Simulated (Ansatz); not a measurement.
Worked example: correlation energy of Si, triplet

A free Si atom.

Basis def2-SVPD; Ansatz 0.2.0. Only valence electrons are correlated (noble-gas cores frozen), which leaves 4 electrons in 19 orbitals. R marks a restricted (for open shells ROHF) determinant, U an unrestricted one.

Full CI isn't at hand for all of this; UCCSDT(Q) serves as the reference, and is uncertain by about the last step of the cluster series.

Runs differ by some tens of microhartree through their thresholds and, for an open shell, their frozen cores, so steps under 0.03 kcal/mol mean nothing.

| level | total energy (hartree) |
| --- | --- |
| UHF | -288.754238 |
| UMP2 | -288.801051 |
| UCCSD | -288.820468 |
| UCCSD(T) | -288.821794 |
| UCCSDT | -288.822296 |
| UCCSDT(Q) | -288.822338 |

What is the correlation energy at UCCSDT(Q), and what share of it do UMP2 and UCCSD(T) recover?

E(corr) = -288.822338 − (-288.754238) = -0.068100 hartree = -1.853 eV. UMP2: -0.046813 / -0.068100 = 68.74 %. UCCSD(T): -0.067556 / -0.068100 = 99.20 %.

By how many kcal/mol does UCCSD(T) miss UCCSDT(Q) (1 hartree = 627.509 kcal/mol), and which steps make up the rest?

-288.821794 − (-288.822338) = 0.000544 hartree = 0.34 kcal/mol. Steps: UCCSDT − UCCSD(T) = -0.32, UCCSDT(Q) − UCCSDT = -0.03 kcal/mol. That is within 1 kcal/mol of the reference in this basis, which itself misses far more of the correlation at the basis-set limit.
